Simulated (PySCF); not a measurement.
## Basis set benchmark on one molecule

Molecule: SMILES C=COC(C)=O, C4H6O2.

Cartesian coordinates in Å; atom numbers follow the order of the lines, from 1:
```xyz
12

C    -2.2681    0.1727    1.1207
C    -1.3070   -0.4203    0.4199
O    -0.1308    0.2297    0.1630
C     0.8117   -0.4075   -0.5802
C     2.0155    0.4649   -0.7527
O     0.6681   -1.5117   -1.0226
H    -2.1478    1.1878    1.5048
H    -3.1969   -0.3621    1.3205
H    -1.3631   -1.4305    0.0071
H     2.3994    0.7724    0.2307
H     2.7853   -0.0776   -1.3117
H     1.7337    1.3822   -1.2906
```

Geometry PBE0-D3(BJ)/def2-SVP throughout; GIAO in PySCF 2.14, gas phase, one conformer, non-relativistic; equivalent atoms averaged; functional PBE0.

Reference values (measured; solution, not stated per compound (mostly CDCl3 or CCl4); Pretsch, Buehlmann, Badertscher, Structure Determination of Organic Compounds, 4th ed. (2009)): δ(H9) = 7.28 ppm, δ(H8) = 4.56 ppm, δ(H7) = 4.88 ppm. Computed shifts are taken against TMS, calculated as an isolated molecule at each level.

Question: How do the basis sets STO-3G, 6-31G, pcSseg-0, 6-31G*, def2-SVP, cc-pVDZ, pcSseg-1, aug-cc-pVDZ, 6-311+G(2d,p), def2-TZVP, cc-pVTZ, IGLO-III, pcSseg-2 perform against the reference? Times are CPU seconds on shared hosts with different chips, so compare them loosely.

Answer: 
```csv
basis set,functions,H9,H8,H7,mean abs. error H,core-s
STO-3G,36,6.69,4.63,4.81,0.24,2.1
6-31G,66,8.07,4.91,5.24,0.50,3.9
pcSseg-0,66,7.86,4.92,5.29,0.45,4.2
6-31G*,96,7.59,4.42,4.70,0.21,5.6
def2-SVP,114,7.39,4.43,4.78,0.11,6.4
cc-pVDZ,114,7.54,4.49,4.78,0.14,8.3
pcSseg-1,132,7.68,4.69,5.04,0.23,16
aug-cc-pVDZ,192,8.07,4.69,5.01,0.35,18
"6-311+G(2d,p)",198,7.93,4.53,4.95,0.25,15
def2-TZVP,222,7.95,4.59,4.92,0.25,18
cc-pVTZ,264,7.92,4.60,4.90,0.23,27
IGLO-III,270,7.96,4.59,4.95,0.26,27
pcSseg-2,300,7.95,4.65,5.00,0.29,35
```

For ¹H the closest is def2-SVP (0.11 ppm, with cc-pVDZ practically level) and the furthest 6-31G (0.50 ppm). Where a smaller basis beats a larger one, errors probably cancel; the largest sets show where the functional converges. One molecule is a small sample, and vibrational and solvent effects are absent from the calculation.

A small basis that lands close on one nucleus may do so by chance; judge by the trend and by all nuclei.
